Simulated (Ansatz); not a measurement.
CH$_{3}$FN$_{2}$, SMILES `N=C(N)F`. Charge 0, multiplicity 1. The geometry is a stationary point of PBE0-D4/def2-TZVP. It is one conformer, not always the lowest.

```xyz
7

N     0.732    1.117   -0.391
C    -0.051    0.148   -0.267
N    -0.262   -0.569    0.864
F    -0.852   -0.309   -1.253
H     0.667    1.534   -1.312
H     0.411   -0.429    1.597
H    -0.645   -1.492    0.763
```

(1) What is the dipole moment at ωB97M-V/def2-TZVPP? (Best estimate.)

(2) And with PBE, r2SCAN, B3LYP? (Estimate.)

(3) Give the Mulliken charges with ωB97M-V, r2SCAN, B3LYP in def2-TZVPP. (Estimate.)

Results:

(1) Computed: 2.11 D, with components (-0.34, -1.93, 0.76) D in this frame, pointing from negative to positive charge.

(2) Ansatz gave: PBE 2.11 D, r2SCAN 2.16 D, B3LYP 2.11 D.

(3) Ansatz gave: 
| atom | ωB97M-V | r2SCAN | B3LYP |
| --- | --- | --- | --- |
| N1 | -0.31 | -0.38 | -0.32 |
| C2 | 0.31 | 0.35 | 0.29 |
| N3 | -0.23 | -0.32 | -0.27 |
| F4 | -0.20 | -0.20 | -0.21 |
| H5 | 0.13 | 0.17 | 0.16 |
| H6 | 0.16 | 0.20 | 0.19 |
| H7 | 0.14 | 0.18 | 0.17 |

B3LYP here is the variant with VWN-RPA as its local correlation; programs differ in this.
